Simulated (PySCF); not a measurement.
Molecule: `C=CC(=C)N=C`, C₅H₇N.

Bonds (- single, = double, # triple, : aromatic): C1=C2, C2-C3, C3=C4, C3-N5, N5=C6. C1 carries H7, H8; C2 carries H9; C4 carries H10, H11; C6 carries H12, H13. H11 is cis to C2; H7, H13 are cis to C3; H10 is trans to C2; H8, H12 are trans to C3.

Frames of a GFN2-xTB Langevin trajectory at 300 K; GIAO PBE0/pcSseg-1 shieldings in PySCF 2.14.0 with density-fitted response routines, gas phase, non-relativistic; equivalent atoms averaged within each frame.

Chemical shifts δ = σref − σ; 13C (σ = 186.93 ppm), 1H (σ = 31.72 ppm) against TMS; 15N (σ = 267.73 ppm) vs NH3, all at this level. The references are static minima.

How do the shifts (ppm) fluctuate along the trajectory?

Results:


```
         time (fs)     C3     C6     C2     C1     C4     N5   H13   H12    H9    H8
optimised geometry  164.5  152.5  142.0  124.6  101.9  406.8  7.75  7.20  6.53  5.57
               250  162.7  152.8  138.1  124.2   99.2  392.3  8.07  6.58  6.29  5.86
               425  178.2  156.0  142.5  124.7  115.2  427.7  7.28  7.03  6.54  5.75
               625  166.2  152.6  141.5  124.4  101.2  412.9  7.66  7.13  6.22  5.67
               800  167.1  149.6  137.7  125.8  100.9  399.5  8.21  6.83  6.78  4.90
              1000  164.9  154.1  136.3  127.3  106.7  411.8  7.96  8.18  6.80  5.56
    mean of frames  167.8  153.0  139.2  125.3  104.6  408.9  7.84  7.15  6.53  5.55
standard deviation    6.0    2.3    2.6    1.3    6.5   13.6  0.37  0.61  0.27  0.38
```

5 frames give an uncertainty of the mean of about the standard deviation over 2.2 at best, since frames this close in time may not be independent; classical motion lacks zero-point vibration, and the reference would need the same averaging.
